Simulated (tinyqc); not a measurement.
A ladder of methods, and size consistency: correlation methods against full CI in the sto-3g basis, for HF, spin multiplicity 1. Computed by the program tinyqc with PySCF. All electrons correlated; +Q is the Davidson correction (1 - c0^2) E_corr. The last columns treat two copies 100 angstrom apart as one system. FCI is the lowest singlet.

Geometry (angstrom):
```
atom       x       y       z
F     0.0000  0.0000  0.0000
H     0.0000  0.0000  0.9220
```

RHF energy of one = -98.571298 hartree

Correlation energies (hartree):
```
method   E_corr of one  share of FCI (%)  E_corr of two at 100 angstrom  two minus twice one (mhartree)
MP2          -0.017563           66.9678                      -0.035127                          0.0000
CISD         -0.026227          100.0000                      -0.051668                          0.7854
CISD+Q       -0.026632          101.5448                      -0.053191                          0.0727
CCSD         -0.026227          100.0000                      -0.052453                          0.0000
CCSD(T)      -0.026227          100.0000                      -0.052453                          0.0000
FCI          -0.026227          100.0000                              -                               -
```

What does the comparison show, and why?

MP2 recovers 67 %, CISD 100.0 % and CCSD 100.0 % of the FCI value (c0^2 = 0.985 in CISD). MP2 and coupled cluster are size consistent, so their last column vanishes; CISD loses 0.79 mhartree, since a double excitation on each copy is a quadruple of the pair, and the Davidson correction leaves +0.07. With two electrons, or one virtual orbital, CISD and CCSD are exact for one copy, so +Q overshoots there.
